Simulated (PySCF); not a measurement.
## Electronic absorption of C4H4FN

C4H4FN.
Structure used (PBE0-D3(BJ)/def2-SVP), in Å, numbered top down from 1:
```xyz
10
C4H4FN angstrom
N     -2.626    1.424    0.529
C     -1.927    0.532    0.298
C     -1.033   -0.592    0.022
C      0.315   -0.434    0.662
C      1.435   -0.395   -0.051
F      2.630   -0.276    0.508
H     -1.531   -1.509    0.383
H     -0.940   -0.698   -1.071
H      0.372   -0.347    1.750
H      1.481   -0.461   -1.144
```

Theory: TDDFT B3LYP/def2-SVPD, vertical, gas phase, core orbitals frozen in the response (PySCF).

Task: What does the calculation give for the low-lying excited states?

Result: 

| state | E (eV) | λ (nm) | f | main configurations (H = HOMO, L = LUMO) |
| --- | --- | --- | --- | --- |
| S1 | 6.84 | 181.3 | 0.100 | H→L+1 (51%), H→L (42%) |
| S2 | 7.20 | 172.3 | 0.057 | H→L+2 (54%), H→L+1 (25%), H→L (16%) |
| S3 | 7.28 | 170.3 | 0.037 | H→L+3 (40%), H→L+2 (28%), H→L+1 (17%) |
| S4 | 7.40 | 167.6 | 0.071 | H→L+3 (37%), H→L+4 (18%), H-1→L (16%) |
| S5 | 7.44 | 166.6 | 0.048 | H-1→L (56%) |
| S6 | 7.72 | 160.7 | 0.0021 | H-2→L (71%), H-1→L+2 (17%) |
| S7 | 7.77 | 159.6 | 0.063 | H→L+4 (70%), H→L+3 (12%) |
| S8 | 7.96 | 155.8 | 0.0063 | H-2→L+2 (67%), H→L+5 (9%), H-1→L (8%) |
| S9 | 8.08 | 153.4 | 0.026 | H→L+5 (82%), H-2→L+2 (10%) |
| S10 | 8.28 | 149.7 | 0.0052 | H-1→L+2 (26%), H-2→L+1 (20%), H-2→L (14%) |

Triplets (Tamm–Dancoff): T1 4.40 eV, H→L (91%); T2 6.27 eV, H-1→L+2 (30%), H-2→L (20%), H-2→L+3 (13%); T3 6.76 eV, H→L+1 (39%), H-1→L+2 (30%); T4 6.78 eV, H-1→L (29%), H-2→L+2 (24%), H-1→L+3 (12%).

The lowest singlet lies at 6.84 eV (181 nm, vacuum ultraviolet) and is of moderate strength; its leading configuration is HOMO→LUMO+1 (51%). The lowest level is also the most intense of those listed (f = 0.100). Löwdin shares by element: HOMO carbon 73% or more, fluorine 16%; LUMO carbon 67% or more, fluorine 8% (atoms not listed hold the other 25%). The listed states span 1.44 eV, and the widest gap between neighbours is 0.36 eV (S1 to S2). Of the 10 states listed, 7 reach f = 0.01 and none stays under 0.0005. The oscillator strengths of these states sum to 0.416; summed over the whole spectrum of an exact calculation they would give the number of electrons, 44 (Thomas–Reiche–Kuhn). The vertical ionisation energy (ΔSCF) is 10.43 eV, 2.15 eV above S10. Only the lowest 10 singlets were computed, as vertical energies without vibronic structure.

One conformer stands for the species.
